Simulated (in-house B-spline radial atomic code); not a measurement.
**Functionals against successive ionisation energies: Mg to Mg⁶⁺**

Ionisation energies as differences of self-consistent total energies from a B-spline radial code for spherical atoms: all electrons, radial basis limit, scalar-relativistic (one-electron X2C), spin-polarised at highest spin, spherical densities; exact exchange is averaged over the determinants of each configuration. No spin-orbit coupling, Breit or QED terms. NIST's values run from ground level to ground level, so in open shells the differences also hold multiplet and fine-structure energies that spherical high-spin averages miss. Columns give computed minus NIST, in eV; a star marks a semi-empirical value. Species are left out where the tabulated value is theory, is uncertain by more than 0.12 eV, or (13 ions, such as In⁴⁺, Te⁴⁺ and Bi⁴⁺) lies off its series for all methods alike, which flatters the means a little.

```csv
species,shell,NIST (eV),RPBE,TPSS,SCAN,HSE06,OLYP
Mg,3s,7.65,-0.01,-0.09,-0.24,-0.10,-0.10
Mg⁺,3s,15.04,+0.29,+0.07,+0.05,+0.23,+0.23
Mg²⁺,2p,80.14,+0.26,+0.62,+1.41,+0.18,+0.55
Mg³⁺,2p,109.27*,+0.31,+0.51,+0.68,+0.32,+0.35
Mg⁴⁺,2p,141.33 ± 0.03*,-0.67,-0.88,-1.59,-0.33,-1.00
Mg⁵⁺,2p,186.76 ± 0.06*,+0.62,+1.11,+2.59,+0.68,+1.33
Mg⁶⁺,2p,225.02 ± 0.06*,+0.89,+1.22,+1.88,+0.99,+1.47
```

(1) How do the methods rank, and which species is hardest?

Answers

(1) Mean absolute (signed) differences: HSE06 0.40 (+0.28) eV; RPBE 0.44 (+0.24) eV; TPSS 0.64 (+0.37) eV; OLYP 0.72 (+0.40) eV; SCAN 1.21 (+0.68) eV. For Mg⁶⁺, which loses a 2p electron, the nearest method is off by +0.89 eV, the largest such miss.
